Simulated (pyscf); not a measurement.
Structures and frequencies: ωB97X-D3(BJ)/def2-SVP in PySCF.

**Question.** PBE/def2-TZVP puts the barrier of H₃C–N(CH₃)–Ge(OH)(OH)–OH (SMILES C[N](C)[Ge]([OH])([OH])[OH]) + H₂O (SMILES O) → H₃C–NH–CH₃ (SMILES CNC) + HO–Ge(OH)(OH)–OH (SMILES [OH][Ge]([OH])([OH])[OH]) (four-centre exchange; singlet surface; Ge–N, H–O broken, H–N, Ge–O formed) at 2.3 kcal/mol and the reaction energy at -8.3 kcal/mol, from the separated reactants. What do B3LYP-D3(BJ)/def2-TZVP, M06-2X/def2-TZVP, ωB97M-D3(BJ)/def2-TZVP give on the same structures?

**Answer.** B3LYP-D3(BJ): ΔE‡ = 4.1 kcal/mol, ΔE = -6.5 kcal/mol; M06-2X: ΔE‡ = 3.9 kcal/mol, ΔE = -7.3 kcal/mol; ωB97M-D3(BJ): ΔE‡ = 4.5 kcal/mol, ΔE = -7.0 kcal/mol. PBE's barrier lies under all of them, by 1.6 to 2.2 kcal/mol. Its reaction energy lies under all of them, by 1.0 to 1.8 kcal/mol. On the reactant side the descent ends in a bound adduct, 10.8 kcal/mol under the separated species and 15.0 kcal/mol under the saddle at ωB97X-D3(BJ)/def2-TZVP. On the product side the descent ends in an adduct with a Ge–N contact (not fully relaxed), 14.9 kcal/mol under the separated species and 24.6 kcal/mol under the saddle at ωB97X-D3(BJ)/def2-TZVP. What is counted as broken (Ge–N) persists as a longer contact in the product adduct; parting that adduct is a step of its own. H₃C–NH–CH₃ lies 7.8 kcal/mol over its isomer H₃C–CH₂–NH₂ (electronic energy, ωB97M-D3(BJ)/def2-TZVP). This is the saddle that the search found; another between the same sides may lie lower. Elements up to Kr have no core potential and no relativistic terms here.
